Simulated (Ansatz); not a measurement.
# BClHS radical: up Jacob's ladder to CCSD(T)

The task here is to estimate one member of a computed series from the others.

Program: Ansatz 0.2.0, Gaussian basis. Level of theory: functionals in def2-TZVPP, the program's frozen cores in correlated methods. These are calculated values, not measurements.

Levels to be run: LDA (SPW92), PBE-D4, revPBE-D4, BLYP-D4, r2SCAN-D4, B97M-V, PBE0-D4, B3LYP-D4, r2SCANh-D4, r2SCAN0-D4, HSE06-D4, BHLYP-D4, CAM-B3LYP-D4, LC-ωPBE, ωB97X-V, ωB97M-V, B2PLYP, PBE-QIDH; CCSD(T)/def2-SVP; CCSD(T)/def2-TZVPP; MP2/def2-QZVPP; extrapolation to the limit; RPA on PBE.

## The relaxed structure

An earlier PBE0-D4 in a triple-zeta def2 set relaxation fixed the geometry.

SMILES `S[B]Cl`, 4 atoms, charge 0, spin multiplicity 2.

Atoms are counted from 1 here; the program's logs count them from 0.

Bond lengths: S1–B2 1.766 Å, S1–H4 1.344 Å, B2–Cl3 1.722 Å. Angles: B2–S1–H4 96.3°, S1–B2–Cl3 124.8°.

The first run:

The input, in.yaml:

```yaml
crystal:
  periodic: [false, false, false]
  atoms:
    - {symbol: S, position_ang: [0.566404, -0.789096, 0.531380]}
    - {symbol: B, position_ang: [-0.299625, 0.475703, -0.345787]}
    - {symbol: Cl, position_ang: [-2.014144, 0.616038, -0.427313]}
    - {symbol: H, position_ang: [1.802864, -0.362945, 0.221420]}
basis:
  gaussian: {orbitals: def2-TZVPP}
magnetization: {spin_polarized: true, initial_magnetization: 1}
hamiltonian: {xc: lda}
output: {orbitals: {seedname: orbitals}}
```

Among the steps run: LDA; PBE-D4 (GGA); revPBE-D4 (GGA); BLYP-D4 (GGA); r2SCAN-D4 (meta-GGA); B97M-V (meta-GGA); PBE0-D4 (hybrid); B3LYP-D4 (hybrid); r2SCANh-D4 (hybrid); r2SCAN0-D4 (hybrid); HSE06-D4 (hybrid); BHLYP-D4 (hybrid); CAM-B3LYP-D4 (range-separated); LC-ωPBE-D4 (range-separated; the results give it without D4); ωB97X-V (range-separated); ωB97M-V (range-separated); B2PLYP (double hybrid); PBE-QIDH (double hybrid).

One of the session's tables, all rows but one given; the rest of the session is left out.

It belongs to the step «Orbital energies across the functionals». 

| functional | HOMO (eV) | LUMO (eV) | gap (eV) |
| --- | --- | --- | --- |
| LDA (SPW92) | -4.78 | -3.29 | 1.50 |
| PBE-D4 | -4.83 | -2.80 | 2.03 |
| revPBE-D4 | -4.81 | -2.67 | 2.14 |
| BLYP-D4 | -4.63 | -2.87 | 1.76 |
| r2SCAN-D4 | -5.23 | -2.22 | 3.01 |
| B97M-V | -4.90 | -2.84 | 2.06 |
| PBE0-D4 | -6.11 | -1.84 | 4.26 |
| B3LYP-D4 | -5.81 | -2.30 | 3.51 |
| r2SCANh-D4 | -5.70 | -1.91 | 3.79 |
| r2SCAN0-D4 | -6.40 | -1.47 | 4.92 |
| HSE06-D4 | -5.70 | -2.22 | 3.48 |
| BHLYP-D4 | -7.22 | -1.09 | 6.13 |
| CAM-B3LYP-D4 | ? | ? | ? |
| LC-ωPBE | -8.87 | 0.43 | 9.30 |
| ωB97X-V | -8.32 | -0.17 | 8.15 |
| ωB97M-V | -7.93 | -0.33 | 7.60 |

**Question.** Estimate the row for CAM-B3LYP-D4.

The run gave: HOMO (eV): -7.39; LUMO (eV): -1.03; gap (eV): 6.36. In the column «HOMO (eV)» it lies between ωB97M-V (-7.93) and BHLYP-D4 (-7.22).
